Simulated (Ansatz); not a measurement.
Basis-set extrapolation for C₈H₈, SMILES `C12C3C4C1C1C2C3C41` (PBE0-D4/def2-TZVP geometry, frozen core, Ansatz 0.2.0). Multiplicity 1, RHF reference.

|  | def2-TZVPP | def2-QZVPP |
| --- | --- | --- |
| HF | -307.493544 | -307.506065 |
| MP2 correlation | -1.291243 | -1.370531 |
| CCSD(T) correlation | -1.397165 | not run |

Energies in hartree. Use E(X) = E(∞) + A·exp(−7.88·√X) for Hartree–Fock and E(X) = E(∞) + B·X^(−2.97) for correlation, with X = 3 and 4, and add CCSD(T) minus MP2 of the smaller set to the MP2 limit.

What is the CCSD(T) energy at the basis-set limit?

HF limit: -307.506065 + (-0.012521) × 0.13774 = -307.50779. MP2 limit: -1.370531 + (-0.079288) × 0.74074 = -1.42926. Higher-order term: -1.397165 − (-1.291243) = -0.10592. Total: -309.04297 hartree, 4.14 eV below CCSD(T)/def2-TZVPP.
